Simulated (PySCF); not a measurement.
SMILES ClB(Cl)Cl (PBE0/def2-SVP optimised geometry):

```
4

B     -0.436     0.000     0.000
Cl    -1.306     1.509     0.000
Cl     1.307     0.000     0.000
Cl    -1.307    -1.509     0.000
```

Computed with PBE0/def2-TZVP run with PySCF.

Question: What are the frontier orbital energies and the dipole moment?

Answer: HOMO-2 -9.86 eV, HOMO-1 -9.86 eV, HOMO -9.10 eV, LUMO -1.72 eV, LUMO+1 0.95 eV; dipole moment 0.00 D.

On the same geometry PBE/def2-TZVP run with PySCF gives HOMO-2 -8.46 eV, HOMO-1 -8.46 eV, HOMO -7.66 eV, LUMO -2.63 eV, LUMO+1 -0.01 eV; dipole moment 0.00 D.

Meta-Löwdin charges at PBE0/def2-TZVP: B1 0.09, Cl2 -0.03, Cl3 -0.03, Cl4 -0.03.
